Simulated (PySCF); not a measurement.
C₅H₁₁N.
Cartesian coordinates in Å at the PBE0-D3(BJ)/def2-SVP level; atoms count from 1:
```xyz
17
C5H11N angstrom
C      1.8654   -1.3189   -0.0546
C      0.9991   -0.4605   -0.5920
C      0.0748    0.4389    0.1820
C      0.4947    1.8953    0.0141
N     -1.2837    0.2773   -0.2998
C     -1.8898   -0.9916    0.0198
H      2.5334   -1.9251   -0.6719
H      1.9399   -1.4449    1.0307
H      0.9266   -0.3569   -1.6822
H      0.1694    0.1715    1.2603
H      0.4352    2.1888   -1.0451
H     -0.1687    2.5609    0.5905
H      1.5238    2.0506    0.3663
H     -1.8584    1.0410    0.0467
H     -1.3193   -1.8078   -0.4499
H     -2.9132   -1.0321   -0.3823
H     -1.9382   -1.2166    1.1081
```

Linear response at PBE0/def2-SVPD (PySCF, frozen core in the response, non-relativistic).

Static isotropic polarisability: 73.10 au (10.83 Å³), principal values 63.6, 72.0, 83.7 au.

Question: What is the polarisability at 1064 nm and at the sodium D line?

Answer: 73.72 au at 1064 nm (+0.9 %), 75.21 au at 589.3 nm (+2.9 %). The rise at 589.3 nm is 3.38 times that at 1064 nm; a pure ω² law gives 3.26. The lowest singlet lies at 225 nm, shorter than both wavelengths.

Question: What is the isotropic C6 coefficient between two such molecules, C6 = (3/π)∫α(iω)² dω?

Answer: 2225 au (Eh·bohr⁶) by a ten-point quadrature over imaginary frequencies, which is 1330 eV·Å⁶ or 128 J·nm⁶/mol.

Question: Which effective excitation energy ω̄ makes London's formula C6 = (3/4)α²ω̄ exact here?

Answer: ω̄ = 4·C6/(3α²) = 0.555 Eh = 15.1 eV. A one-pole form α(ω) = α/(1 − ω²/ω̄²) fitted to the 1064 nm value gives 12.7 eV.

Question: The lowest 6 singlets have (eV, f): 5.51, 0.004; 6.07, 0.004; 6.82, 0.030; 6.98, 0.026; 7.00, 0.035; 7.34, 0.050. What share of the static polarisability do they carry in the sum over states α = Σ f/ω²?

Answer: 2.26 au, 3.1 % of α; the largest term, 0.68 au, is that of the state at 7.34 eV. Their oscillator strengths add up to 0.15. Higher states carry the rest.

Question: What n − 1 at the D line would an ideal gas of it have at 273.15 K and 1 atm (2.6868 × 10¹⁹ cm⁻³), by n − 1 = 2π·N·α′?

Answer: 18.81 × 10⁻⁴, a formal value whether or not that pressure can be reached.

Question: What molar refraction at the D line follows from R = (4π/3)·N_A·α′, with α′ the polarisability volume?

Answer: α′ = 11.14 Å³ gives R = 28.11 cm³/mol, for isolated, non-vibrating species.

Question: What three-body coefficient follows from the one-pole estimate C9 = (3/4)·α·C6?

Answer: 122000 au. This is an estimate from the two numbers above, not a computed integral.

Question: How anisotropic is the static polarisability, by Δα² = ½[(α1 − α2)² + (α2 − α3)² + (α3 − α1)²]?

Answer: Δα = 17.5 au, or 0.24 of the isotropic value.

Question: How many electrons N does the Slater–Kirkwood formula C6 = (3/4)·√N·α^(3/2) need to give this C6?

Answer: N = (4·C6/3)²/α³ = 22.5; the species has 48 electrons in all.

One conformer stands for the species.
